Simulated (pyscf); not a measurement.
# Hydrogen abstraction: HS–GaH₂ (SMILES [SH][GaH2]) + H• (SMILES [H]) → •S–GaH₂ (SMILES [S][GaH2]) + H₂ (SMILES [H][H])

Gas phase, doublet surface, charge 0. Bonds broken: S1–H3. Bonds formed: H3–H4. PySCF, gas phase, ωB97X-D3(BJ)/def2-SVP geometries.

Transition state (Å):

```xyz
6

S     -0.5094    -1.5540     0.0781
Ga    -1.2090     0.4504     0.6248
H     -0.8140    -1.4187    -1.2875
H     -1.1302    -1.1810    -2.4908
H     -1.0786     0.8186     2.1330
H     -1.7791     1.3595    -0.5065
```

One imaginary mode, 897i cm⁻¹; descent along it reached the two sides named.

| bond | change | reactant side (Å) | saddle | product side |
|---|---|---|---|---|
| S1–H3 | breaks | 1.347 | 1.406 | 2.9 |
| H3–H4 | forms | 3.0 | 1.267 | 0.761 |

Electronic energies relative to the separated reactants (kJ/mol):

```csv
level,barrier,reaction energy,reverse barrier
ωB97X-D3(BJ)/def2-TZVP,14.3,-62.1,76.5
PBE/def2-TZVP,-2.2,-62.4,60.3
r²SCAN/def2-TZVP,-8.8,-72.2,63.4
B3LYP-D3(BJ)/def2-TZVP,-4.4,-79.6,75.2
PBE0-D3(BJ)/def2-TZVP,3.3,-58.3,61.5
M06-2X/def2-TZVP,16.7,-65.8,82.5
ωB97M-D3(BJ)/def2-TZVP,14.3,-62.9,77.2
HF/def2-TZVP,41.0,-69.4,110.4
```

With ωB97M-D3(BJ)/def2-TZVP energies and thermal terms (ideal gas, 1 atm, RRHO with modes under 100 cm⁻¹ raised to 100, one conformer, R ln 2 for chiral ones without a mode under 150 cm⁻¹), in kJ/mol:

```tsv
T (K)	ΔH‡	ΔG‡	ΔH	ΔG
298	8.2	34.8	-58.8	-61.7
600	6.7	62.5	-59.9	-64.3
900	5.9	90.6	-62.2	-66.0
1200	5.3	118.9	-65.0	-66.9
```

At PBE, r²SCAN, B3LYP-D3(BJ) this geometry lies under the reactants; that is no barrier but a single point on another level's saddle; such a level's own saddle, if it has one, lies nearer that side and is low. •S–GaH₂ lies 37.9 kJ/mol over its isomer [HS–GaH]• (electronic energy, ωB97M-D3(BJ)/def2-TZVP). This is the saddle that the search found; another between the same sides may lie lower. The angle at the transferred H is 174°. Elements up to Kr have no core potential and no relativistic terms here.
